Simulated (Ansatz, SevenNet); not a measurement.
Elastic constant C33 (GPa) along a series of related solids, from the machine-learned potential SevenNet-l3i5 (trained on PBE and PBE+U data); PBE (Ansatz, a first-principles code, PAW).

```json
[
 {"solid": "double-hcp La", "SevenNet-l3i5": "38.1", "PBE": "53.3"},
 {"solid": "hcp Hf", "SevenNet-l3i5": "137", "PBE": "197"},
 {"solid": "hcp Re", "SevenNet-l3i5": "518", "PBE": "664"},
 {"solid": "hcp Os", "SevenNet-l3i5": "641", "PBE": "821"}
]
```

Members of the series are missing where a level wasn't run or failed, where a doubt is noted on the run or the magnetic state, for phases of high temperature or layered ones, and where values are held back for tests.

Ansatz's runs of these crystals have no spin polarisation.

Spin–orbit coupling is left out, also for the solids with elements from indium on (double-hcp La, hcp Hf, hcp Re, hcp Os); its size isn't shown.

Each level is taken at its own relaxed cell. Ansatz's density-functional and Hartree–Fock values are scalar-relativistic unless marked +SOC, with PAW data made under PBE.
